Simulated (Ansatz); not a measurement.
Consider the hydrogenolysis of a C–F bond: `N=C(F)Cl` + H₂ → `N=CCl` + H–F.

Calculated with Ansatz (gas phase, PBE0-D4/def2-TZVP geometries, no zero-point term in ΔE). CBS: MP2 limit from def2 TZ/QZ plus the TZ coupled-cluster correction, frozen cores. This one scheme is used for every species. DFT in def2-TZVPP. B3LYP here is the variant with VWN-RPA as its local correlation; programs differ in this. HSE06 is defined as in plane-wave codes. One conformer a species, not always the lowest.

```
             level  ΔE (kJ/mol)  difference from CCSD(T)/CBS
       LDA (SPW92)        -44.6                         31.7
            PBE-D4        -52.6                         23.7
           BLYP-D4        -53.6                         22.7
         r2SCAN-D4        -49.5                         26.8
            B97M-V        -53.7                         22.6
          B3LYP-D4        -60.6                         15.7
        r2SCANh-D4        -53.5                         22.8
          HSE06-D4        -61.6                         14.7
          BHLYP-D4        -67.8                          8.5
      CAM-B3LYP-D4        -59.7                         16.6
           ωB97X-V        -58.0                         18.3
           ωB97M-V        -60.3                         16.0
            B2PLYP        -66.0                         10.3
          PBE-QIDH        -68.5                          7.8
               PBE        -53.9                         22.4
            revPBE        -56.6                         19.7
              BLYP        -56.6                         19.7
            r2SCAN        -49.8                         26.5
              PBE0        -62.6                         13.7
             B3LYP        -62.7                         13.6
           r2SCANh        -53.8                         22.5
           r2SCAN0        -59.2                         17.1
             HSE06        -62.6                         13.7
             BHLYP        -69.3                          7.0
         CAM-B3LYP        -60.8                         15.5
           LC-ωPBE        -61.5                         14.8
RPA@PBE/def2-TZVPP        -67.4                          8.9
      MP2/def2-SVP        -54.4                         21.9
     CCSD/def2-SVP        -59.9                         16.4
  CCSD(T)/def2-SVP        -55.3                         21.0
     HF/def2-TZVPP        -76.1                          0.2
    MP2/def2-TZVPP        -72.6                          3.7
SCS-MP2/def2-TZVPP        -72.2                          4.1
   CCSD/def2-TZVPP        -75.4                          0.9
CCSD(T)/def2-TZVPP        -71.2                          5.1
    MP2/def2-QZVPP        -75.8                          0.5
SCS-MP2/def2-QZVPP        -75.7                          0.6
      HF/CBS(def2)        -76.9                         -0.6
     MP2/CBS(def2)        -77.8                         -1.5
    CCSD/CBS(def2)        -80.6                         -4.3
       CCSD(T)/CBS        -76.3                            0
```

(1) What do rigid-rotor, harmonic-oscillator terms from PBE0-D4/def2-TZVP frequencies (298.15 K, 1 bar) make of the CCSD(T)/CBS value? (Estimate.)

Largest T1 diagnostic among the species: 0.013.

Answers

(1) Ansatz gave: ΔZPE = +17.1 kJ/mol, ΔH = -60.4 kJ/mol, ΔS = 25 J/(mol·K), ΔG = -67.7 kJ/mol.

In def2-TZVPP, CCSD(T) changes the Hartree–Fock value by +4.9 kJ/mol (the triples alone add +4.2 kJ/mol) and MP2 by +3.5 kJ/mol. From r2SCAN to r2SCAN0 (25 % exact exchange), in def2-TZVPP and without D4, ΔE moves by −9.4 kJ/mol.
